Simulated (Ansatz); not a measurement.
C3H6N2O can be A, `CN1CN=C1O`, or B, `CNC1(O)C=N1`.

Isolated molecules relaxed with PBE0-D4/def2-TZVP in Ansatz; ΔE leaves out vibrations. CCSD(T)/CBS adds triple-zeta CCSD(T) − MP2 to the extrapolated MP2 energy (def2 sets, frozen cores). Functionals use def2-TZVPP. B3LYP here is the variant with VWN-RPA as its local correlation; programs differ in this. Each species was taken in one conformer, which may not be the lowest.

(1) Which isomer does CCSD(T)/CBS put lower? Give the gap. (Estimate.)

(2) Give E(B) − E(A) in kcal/mol with B3LYP-D4, PBE0-D4, HF/def2-TZVPP, PBE-D4, r2SCAN-D4, B2PLYP, MP2/def2-TZVPP. (An estimate is asked.)

Largest T1 diagnostic: 0.013.

Answers

(1) Ansatz gave: A, by 21.7 kcal/mol.

(2) The calculation gave: B3LYP-D4 23.5, PBE0-D4 25.1, HF/def2-TZVPP 24.8, PBE-D4 24.4, r2SCAN-D4 24.2, B2PLYP 23.2, MP2/def2-TZVPP 22.6. None reverses the order clearly.

From PBE to PBE0 (25 % exact exchange), in def2-TZVPP and without D4, E(B) − E(A) moves by +0.7 kcal/mol. In def2-TZVPP, CCSD(T) changes the Hartree–Fock value by −2.4 kcal/mol (the triples alone add −0.1 kcal/mol) and MP2 by −2.2 kcal/mol.
